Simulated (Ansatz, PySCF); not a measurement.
System: C$_{2}$HO, charge 0, multiplicity 2. It need not be the lowest isomer of its formula. 
Structure (B3LYP-D3(BJ)/def2-TZVP (Ansatz, an electronic-structure program) minimum search):
SMILES: O=C=[CH]
```xyz
4

C      0.2424    -0.1985    -1.2225
C     -0.0383    -0.0128     0.0205
H     -0.2306    -0.6396    -2.0763
O     -0.1243     0.2384     1.1610
```
Charge 0, spin multiplicity 2.

Dipole moments at this geometry, in debye (magnitudes).

| level | program | dipole (D) |
|---|---|---|
| PBE/def2-TZVPD | Ansatz | 1.55 |
| BLYP/def2-TZVPD | Ansatz | 1.57 |
| revPBE/def2-TZVPD | Ansatz | 1.53 |
| TPSS/def2-TZVPD | PySCF | 1.58 |
| r2SCAN/def2-TZVPD | Ansatz | 1.61 |
| B97M-V/def2-TZVPD | Ansatz | 1.61 |
| B3LYP/def2-TZVPD | Ansatz | 1.69 |
| BHLYP/def2-TZVPD | Ansatz | 1.82 |
| TPSSh/def2-TZVPD | PySCF | 1.63 |
| r2SCAN0/def2-TZVPD | Ansatz | 1.71 |
| PW6B95/def2-TZVPD | PySCF | 1.70 |
| wB97M-V/def2-TZVPD | Ansatz | 1.72 |
| CCSD(T)/aug-cc-pVDZ | Ansatz | 1.62 |
